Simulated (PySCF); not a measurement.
Atomic charges by several schemes

Compound: C3H3F2S (charge -1).
Z-matrix (Å and degrees, PBE0-D3(BJ)/def2-SVP geometry), rows numbered from 1:
```
C 
C   1  1.3589
S   2  1.7222  1  129.48
C   2  1.5097  1  117.69  3  -179.27
F   4  1.3645  2  111.80  1   102.12
F   4  1.3743  2  114.03  1   -16.66
H   1  1.0938  2  121.18  3  -179.39
H   1  1.0935  2  119.93  3     0.18
H   4  1.1038  2  110.24  1  -138.13
```

Density: PBE0/pcSseg-1 (PySCF); schemes: Mulliken, IAO, Hirshfeld and ESP-fitted. One conformer (not necessarily the lowest) at the PBE0-D3(BJ)/def2-SVP geometry, without solvent, vibrations or thermal averaging. The pcSseg-1 basis has no diffuse functions, a weakness for an anion.

Problem. What partial charge does each atom carry?

Solution. In e; atoms taken as equivalent share a row and are averaged (×n: the atom named and its like, n in all):

| atom | environment | Mulliken | IAO | Hirshfeld | ESP-fitted |
| --- | --- | --- | --- | --- | --- |
| C1 | carbon bonded to C and 2 H | -0.187 | -0.438 | -0.216 | -0.548 |
| C2 | fully substituted alkene carbon | -0.409 | -0.121 | -0.080 | +0.034 |
| S3 | sulfur bonded to C | -0.511 | -0.576 | -0.544 | -0.701 |
| C4 | CHF2 carbon | +0.585 | +0.428 | +0.115 | +0.485 |
| F5/F6 | fluorine of a CF2 group | -0.335 | -0.330 | -0.141 | -0.272 |
| H7 | hydrogen on C1 | +0.064 | +0.115 | -0.007 | +0.135 |
| H8 | hydrogen on C1 | +0.068 | +0.123 | +0.001 | +0.151 |
| H9 | methine hydrogen | +0.061 | +0.129 | +0.013 | -0.012 |

Mean size of the charges over all atoms: ESP-fitted 0.290 e, IAO 0.288 e, Mulliken 0.284 e, Hirshfeld 0.140 e. Each set sums to the total charge, -1, to within 0.001 e. The Mulliken scheme gives each basis function's population to the atom it is centred on and halves the overlap population of two atoms between them. The Hirshfeld scheme weights the molecular density at each point by an atom's share of the summed free-atom densities.

Lowest charge. All schemes agree: Mulliken S3 (-0.511); IAO S3 (-0.576); Hirshfeld S3 (-0.544); ESP-fitted S3 (-0.701).

Highest charge. All schemes agree: Mulliken C4 (+0.585); IAO C4 (+0.428); Hirshfeld C4 (+0.115); ESP-fitted C4 (+0.485).

Problem. How closely do the schemes follow one another over all atoms?

Solution. Correlation coefficient and root-mean-square difference: IAO with ESP-fitted 0.96, 0.096 e; Hirshfeld with ESP-fitted 0.91, 0.201 e; Mulliken with IAO 0.90, 0.143 e; IAO with Hirshfeld 0.89, 0.171 e; Mulliken with ESP-fitted 0.81, 0.210 e; Mulliken with Hirshfeld 0.77, 0.215 e.

Problem. Sum the charges by element, for elements with more than one atom.

Solution. 
```csv
element,atoms,Mulliken,IAO,Hirshfeld,ESP-fitted
C,3,-0.012,-0.131,-0.181,-0.029
F,2,-0.670,-0.660,-0.282,-0.544
H,3,+0.193,+0.367,+0.007,+0.274
```

Problem. How many electrons does the Mulliken scheme count on C4?

Solution. Z − q = 6 − (+0.585) = 5.415.
